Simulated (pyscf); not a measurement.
H₂Al–PH₂ + H• → [HAl–PH₂]• + H₂, a hydrogen abstraction (doublet surface; Al–H broken, H–H formed). Structures and frequencies: ωB97X-D3(BJ)/def2-SVP in PySCF. Energies in kcal/mol from the separated reactants.

Small-basis levels: PySCF, no dispersion term, spherical d functions. Open shells are spin-unrestricted. 

| level | barrier | reaction energy |
|---|---|---|
| HF/STO-3G | 10.5 | -7.5 |
| HF/6-31G* | 9.1 | -14.5 |
| B3LYP/STO-3G | -1.5 | -17.3 |
| B3LYP/3-21G | -0.9 | -27.1 |
| B3LYP/6-31G* | 0.0 | -25.0 |
| M06-2X/6-31G* | [?] | -24.5 |
| B3LYP/6-311+G** | [?] | -25.3 |
| ωB97M-D3(BJ)/def2-TZVP | [?] | -20.6 |

Question: Fill in the missing entries.

Answer: 
- M06-2X/6-31G*, barrier: 3.4
- B3LYP/6-311+G**, barrier: -0.7
- ωB97M-D3(BJ)/def2-TZVP, barrier: 2.9

Against the last row the barrier runs from -4.4 (B3LYP/STO-3G) to +7.6 kcal/mol (HF/STO-3G). At B3LYP/STO-3G, B3LYP/3-21G, B3LYP/6-311+G** this geometry lies under one side, so the entry may be no barrier of that level: it is a single point on another level's saddle. ωB97M-D3(BJ)/def2-TZVP has limits of its own. One saddle was located; it need not be the lowest between these sides. The angle at the transferred H is 178°.
